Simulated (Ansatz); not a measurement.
# Molecular dynamics of AlF2H

The input (input.yaml):

```yaml
crystal:
  periodic: [false, false, false]
  atoms:
    - { symbol: Al, position_ang: [-0.266553, -6.0e-06, 0.430915] }
    - { symbol: H, position_ang: [1.230743, 1.0e-06, 1.321925] }
    - { symbol: F, position_ang: [1.572559, 1.0e-05, 0.147331] }
    - { symbol: F, position_ang: [-1.037149, -5.0e-06, -1.034273] }
basis:
  gaussian: { orbitals: "6-31G*" }
hamiltonian:
  xc: r2scan
  dispersion: d4
md:
  timestep: 0.5
  n_steps: 200
  ensemble: nve
  temperature: 100.0
  initial_velocities: maxwell_boltzmann
  seed: 8819
```

Run as:

```bash
$ ansatz run input.yaml --threads 1 --pin off --max-ram 2048MiB --backend cpu --events-out ev --progress --plain --runs-dir out
```

It starts at the highest image of a converged band, a first-order saddle point between two minima.

Output, in part (one step line in 4, the closing report, with atoms numbered from 0):

```
md step     0: t =     0.00 fs  T =   100.0 K  F+E_penalty+E_count = -12043.96001404 eV  E_kin = 0.025852 eV  conserved = -12043.93416204 eV  (27 SCF iters)
md step     4: t =     2.00 fs  T =    93.9 K  F+E_penalty+E_count = -12043.95842235 eV  E_kin = 0.024267 eV  conserved = -12043.93415582 eV  (28 SCF iters)
md step     8: t =     4.00 fs  T =    80.7 K  F+E_penalty+E_count = -12043.95501466 eV  E_kin = 0.020871 eV  conserved = -12043.93414345 eV  (28 SCF iters)
md step    12: t =     6.00 fs  T =    72.1 K  F+E_penalty+E_count = -12043.95277035 eV  E_kin = 0.018636 eV  conserved = -12043.93413416 eV  (28 SCF iters)
md step    16: t =     8.00 fs  T =    77.3 K  F+E_penalty+E_count = -12043.95411632 eV  E_kin = 0.019985 eV  conserved = -12043.93413107 eV  (28 SCF iters)
md step    20: t =    10.00 fs  T =   101.1 K  F+E_penalty+E_count = -12043.96027201 eV  E_kin = 0.026140 eV  conserved = -12043.93413237 eV  (28 SCF iters)
md step    24: t =    12.00 fs  T =   146.7 K  F+E_penalty+E_count = -12043.97205715 eV  E_kin = 0.037924 eV  conserved = -12043.93413285 eV  (29 SCF iters)
md step    28: t =    14.00 fs  T =   223.6 K  F+E_penalty+E_count = -12043.99191730 eV  E_kin = 0.057802 eV  conserved = -12043.93411526 eV  (29 SCF iters)
md step    32: t =    16.00 fs  T =   355.2 K  F+E_penalty+E_count = -12044.02594820 eV  E_kin = 0.091831 eV  conserved = -12043.93411674 eV  (29 SCF iters)
md step    36: t =    18.00 fs  T =   536.3 K  F+E_penalty+E_count = -12044.07284663 eV  E_kin = 0.138655 eV  conserved = -12043.93419128 eV  (28 SCF iters)
md step    40: t =    20.00 fs  T =   711.0 K  F+E_penalty+E_count = -12044.11798020 eV  E_kin = 0.183807 eV  conserved = -12043.93417345 eV  (28 SCF iters)
md step    44: t =    22.00 fs  T =   889.9 K  F+E_penalty+E_count = -12044.16420983 eV  E_kin = 0.230062 eV  conserved = -12043.93414778 eV  (29 SCF iters)
md step    48: t =    24.00 fs  T =  1083.3 K  F+E_penalty+E_count = -12044.21432290 eV  E_kin = 0.280067 eV  conserved = -12043.93425560 eV  (30 SCF iters)
md step    52: t =    26.00 fs  T =  1230.9 K  F+E_penalty+E_count = -12044.25234960 eV  E_kin = 0.318209 eV  conserved = -12043.93414074 eV  (30 SCF iters)
md step    56: t =    28.00 fs  T =  1388.7 K  F+E_penalty+E_count = -12044.29327082 eV  E_kin = 0.359017 eV  conserved = -12043.93425384 eV  (26 SCF iters)
md step    60: t =    30.00 fs  T =  1502.3 K  F+E_penalty+E_count = -12044.32254195 eV  E_kin = 0.388364 eV  conserved = -12043.93417747 eV  (28 SCF iters)
md step    64: t =    32.00 fs  T =  1613.2 K  F+E_penalty+E_count = -12044.35123679 eV  E_kin = 0.417041 eV  conserved = -12043.93419621 eV  (28 SCF iters)
md step    68: t =    34.00 fs  T =  1706.4 K  F+E_penalty+E_count = -12044.37539025 eV  E_kin = 0.441136 eV  conserved = -12043.93425387 eV  (28 SCF iters)
md step    72: t =    36.00 fs  T =  1757.0 K  F+E_penalty+E_count = -12044.38836887 eV  E_kin = 0.454216 eV  conserved = -12043.93415256 eV  (28 SCF iters)
md step    76: t =    38.00 fs  T =  1808.3 K  F+E_penalty+E_count = -12044.40174420 eV  E_kin = 0.467477 eV  conserved = -12043.93426676 eV  (29 SCF iters)
md step    80: t =    40.00 fs  T =  1810.0 K  F+E_penalty+E_count = -12044.40203162 eV  E_kin = 0.467914 eV  conserved = -12043.93411810 eV  (27 SCF iters)
md step    84: t =    42.00 fs  T =  1834.5 K  F+E_penalty+E_count = -12044.40855354 eV  E_kin = 0.474266 eV  conserved = -12043.93428767 eV  (29 SCF iters)
md step    88: t =    44.00 fs  T =  1809.2 K  F+E_penalty+E_count = -12044.40181098 eV  E_kin = 0.467726 eV  conserved = -12043.93408537 eV  (29 SCF iters)
md step    92: t =    46.00 fs  T =  1824.4 K  F+E_penalty+E_count = -12044.40592198 eV  E_kin = 0.471644 eV  conserved = -12043.93427846 eV  (29 SCF iters)
md step    96: t =    48.00 fs  T =  1799.4 K  F+E_penalty+E_count = -12044.39927634 eV  E_kin = 0.465184 eV  conserved = -12043.93409199 eV  (29 SCF iters)
md step   100: t =    50.00 fs  T =  1817.4 K  F+E_penalty+E_count = -12044.40408909 eV  E_kin = 0.469831 eV  conserved = -12043.93425813 eV  (29 SCF iters)
md step   104: t =    52.00 fs  T =  1801.5 K  F+E_penalty+E_count = -12044.39983847 eV  E_kin = 0.465732 eV  conserved = -12043.93410667 eV  (27 SCF iters)
md step   108: t =    54.00 fs  T =  1817.0 K  F+E_penalty+E_count = -12044.40400361 eV  E_kin = 0.469740 eV  conserved = -12043.93426380 eV  (29 SCF iters)
md step   112: t =    56.00 fs  T =  1796.1 K  F+E_penalty+E_count = -12044.39846896 eV  E_kin = 0.464332 eV  conserved = -12043.93413669 eV  (25 SCF iters)
md step   116: t =    58.00 fs  T =  1787.9 K  F+E_penalty+E_count = -12044.39643746 eV  E_kin = 0.462212 eV  conserved = -12043.93422514 eV  (28 SCF iters)
md step   120: t =    60.00 fs  T =  1749.9 K  F+E_penalty+E_count = -12044.38655268 eV  E_kin = 0.452381 eV  conserved = -12043.93417194 eV  (29 SCF iters)
md step   124: t =    62.00 fs  T =  1709.4 K  F+E_penalty+E_count = -12044.37612612 eV  E_kin = 0.441916 eV  conserved = -12043.93420967 eV  (29 SCF iters)
md step   128: t =    64.00 fs  T =  1653.7 K  F+E_penalty+E_count = -12044.36168009 eV  E_kin = 0.427508 eV  conserved = -12043.93417182 eV  (29 SCF iters)
md step   132: t =    66.00 fs  T =  1598.2 K  F+E_penalty+E_count = -12044.34730564 eV  E_kin = 0.413156 eV  conserved = -12043.93414938 eV  (29 SCF iters)
md step   136: t =    68.00 fs  T =  1556.2 K  F+E_penalty+E_count = -12044.33651749 eV  E_kin = 0.402311 eV  conserved = -12043.93420613 eV  (29 SCF iters)
md step   140: t =    70.00 fs  T =  1510.0 K  F+E_penalty+E_count = -12044.32450908 eV  E_kin = 0.390377 eV  conserved = -12043.93413173 eV  (29 SCF iters)
md step   144: t =    72.00 fs  T =  1488.6 K  F+E_penalty+E_count = -12044.31904180 eV  E_kin = 0.384825 eV  conserved = -12043.93421711 eV  (29 SCF iters)
md step   148: t =    74.00 fs  T =  1449.0 K  F+E_penalty+E_count = -12044.30872195 eV  E_kin = 0.374606 eV  conserved = -12043.93411613 eV  (25 SCF iters)
md step   152: t =    76.00 fs  T =  1434.1 K  F+E_penalty+E_count = -12044.30500675 eV  E_kin = 0.370738 eV  conserved = -12043.93426871 eV  (29 SCF iters)
md step   156: t =    78.00 fs  T =  1379.5 K  F+E_penalty+E_count = -12044.29073526 eV  E_kin = 0.356632 eV  conserved = -12043.93410305 eV  (29 SCF iters)
md step   160: t =    80.00 fs  T =  1351.9 K  F+E_penalty+E_count = -12044.28376144 eV  E_kin = 0.349495 eV  conserved = -12043.93426609 eV  (29 SCF iters)
md step   164: t =    82.00 fs  T =  1282.8 K  F+E_penalty+E_count = -12044.26572357 eV  E_kin = 0.331636 eV  conserved = -12043.93408756 eV  (29 SCF iters)
md step   168: t =    84.00 fs  T =  1254.6 K  F+E_penalty+E_count = -12044.25862377 eV  E_kin = 0.324348 eV  conserved = -12043.93427550 eV  (29 SCF iters)
md step   172: t =    86.00 fs  T =  1190.8 K  F+E_penalty+E_count = -12044.24191484 eV  E_kin = 0.307853 eV  conserved = -12043.93406232 eV  (29 SCF iters)
md step   176: t =    88.00 fs  T =  1181.0 K  F+E_penalty+E_count = -12044.23957682 eV  E_kin = 0.305307 eV  conserved = -12043.93426970 eV  (29 SCF iters)
md step   180: t =    90.00 fs  T =  1140.3 K  F+E_penalty+E_count = -12044.22885729 eV  E_kin = 0.294786 eV  conserved = -12043.93407128 eV  (29 SCF iters)
md step   184: t =    92.00 fs  T =  1154.1 K  F+E_penalty+E_count = -12044.23261541 eV  E_kin = 0.298346 eV  conserved = -12043.93426956 eV  (25 SCF iters)
md step   188: t =    94.00 fs  T =  1133.0 K  F+E_penalty+E_count = -12044.22699100 eV  E_kin = 0.292913 eV  conserved = -12043.93407752 eV  (28 SCF iters)
md step   192: t =    96.00 fs  T =  1153.6 K  F+E_penalty+E_count = -12044.23250973 eV  E_kin = 0.298226 eV  conserved = -12043.93428363 eV  (29 SCF iters)
md step   196: t =    98.00 fs  T =  1129.0 K  F+E_penalty+E_count = -12044.22597445 eV  E_kin = 0.291870 eV  conserved = -12043.93410447 eV  (29 SCF iters)
md step   200: t =   100.00 fs  T =  1132.5 K  F+E_penalty+E_count = -12044.22703013 eV  E_kin = 0.292770 eV  conserved = -12043.93425984 eV  (25 SCF iters)
Total energy: -12044.22704014 eV, -442.6171798549 hartree
Atom 0 at    -1.184922     0.002622     0.648854 Å, force     0.116533    -0.000485     0.032879 eV/Å
Atom 1 at     2.868606     0.019671     0.588308 Å, force    -0.122846    -0.007849    -0.277429 eV/Å
Atom 2 at     2.412707    -0.004786    -0.231038 Å, force     0.060297     0.008150     0.337041 eV/Å
Atom 3 at    -0.659929     0.000016    -0.926498 Å, force    -0.053985     0.000184    -0.092491 eV/Å
Dipole moment:     0.187891     0.009664     0.468109 e Å
```

The run went to its last step. The conserved energy stayed within 0.034 meV per atom of its start (net change -0.025 meV per atom), so the integration is sound. The kinetic energy rose, since the run started high on the potential surface and went downhill. It ends in pieces (AlF + FH), so much of that is their flight and rotation, not heat. A run of 0.1 ps of so small a system gives no equilibrium averages. The orbitals stay closed-shell, which can raise the energy where a bond breaks towards radicals; this wasn't checked here.

Between its relaxed ends the band would form H2–F3 and break Al1–H2, Al1–F3. These pairs go: H2–F3 1.22 → 0.94 Å, Al1–H2 1.74 → 4.05 Å, Al1–F3 1.86 → 3.70 Å. In the last frame they stand as after the step (other bonds may differ from the relaxed reactants and products). It ends as AlF + FH. Pairs count as bonded within 1.25 times the sum of covalent radii (0.12 Å more for H–H).

Last frame:

```xyz
4
Properties=species:S:1:pos:R:3
Al -1.185 0.003 0.649
H 2.869 0.020 0.588
F 2.413 -0.005 -0.231
F -0.660 0.000 -0.926
```

The run took 4.9 min on 1 thread of Arm Neoverse V2, with other jobs on the host, peak memory 0.1 GiB.
